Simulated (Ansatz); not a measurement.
# Al₂HCl (singlet): the correlation ladder, cc-pVDZ

One table from this session's results is given with a row withheld; the runs are named, their logs left out.

Program: Ansatz 0.2.0, Gaussian basis. Level of theory: cc-pVDZ, core rule «outside noble gas», up to 15 orbitals frozen. These are calculated values, not measurements.

Plan: UHF; CCSD(T) on RHF; CCSD(T) on UHF; BCCD(T) on RHF; CISD; CCSDT(Q) on RHF; CCSDT(Q) on UHF; CASSCF and MRCISD+Q, 8 electrons in 8 orbitals; CASSCF and NEVPT2, 8 electrons in 8 orbitals.

15 further runs of the same task are left out: 6 that didn't finish, 9 set aside as unsound or not needed.

## The system

The geometry is a PBE0/def2-TZVP stationary point (not a proven minimum).

4 atoms, charge 0, spin multiplicity 1.

Atoms are counted from 1 here; the program's logs count them from 0.

Bond lengths: Al1–Al2 2.660 Å, Al1–H4 1.822 Å, Al2–Cl3 2.128 Å, Al2–H4 1.926 Å. Angles: Al2–Al1–H4 46.4°, Al1–Al2–Cl3 147.9°, Al1–Al2–H4 43.2°, Cl3–Al2–H4 104.7°, Al1–H4–Al2 90.4°.

The first run:

Contents of in.yaml:

```yaml
crystal:
  periodic: [false, false, false]
  atoms:
    - {symbol: Al, position_ang: [0.000000, 0.166286, 2.592835]}
    - {symbol: Al, position_ang: [0.000000, -0.468616, 0.009808]}
    - {symbol: Cl, position_ang: [0.000000, 0.197465, -2.010827]}
    - {symbol: H, position_ang: [0.000000, 1.147488, 1.058134]}
basis:
  gaussian: {orbitals: cc-pVDZ}
magnetization: {spin_polarized: true, initial_magnetization: 0}
hamiltonian: {xc: hf}
output: {orbitals: {seedname: orbitals}}
```

Started as:

```
$ ansatz run in.yaml --threads 1 --pin off --events-out ev --progress --plain --max-ram 2393MiB
```

Among the steps run: UHF; CCSD(T) on RHF; CCSD(T) on UHF; BCCD(T) on RHF; CISD; CCSDT(Q) on RHF; CCSDT(Q) on UHF; CASSCF and MRCISD+Q, 8 electrons in 8 orbitals; CASSCF and NEVPT2, 8 electrons in 8 orbitals.

One of the session's tables, all rows but one given; the rest of the session is left out.

| method | from RCCSDT(Q) (meV) |
| --- | --- |
| RHF | +8018.8 |
| UHF | +8001.2 |
| RMP2 | +1391.2 |
| CISD | +1196.6 |
| RCCSD | ? |
| RCCSD(T) | +56.3 |
| BCCD(T) | +54.7 |
| RCCSDT | +19.7 |
| RCCSDT(Q) | 0 |
| CASSCF frontier | +6449.7 |
| NEVPT2 frontier | +1184.0 |

Estimate the missing values for RCCSD.

The run gave: from RCCSDT(Q) (meV): +281.0. In the column «from RCCSDT(Q) (meV)» it lies between RCCSD(T) (+56.3) and NEVPT2 frontier (+1184.0).

Not comparable, so not listed: CCSD(T) on UHF; CASSCF and MRCISD+Q, 8 electrons in 8 orbitals (they don't share determinant, frozen orbitals or solution with the rows shown, or repeat one).

Caveats from the session: Warnings: restricted reference is unstable; spin contamination. Warnings in the runs' records: passed over end.
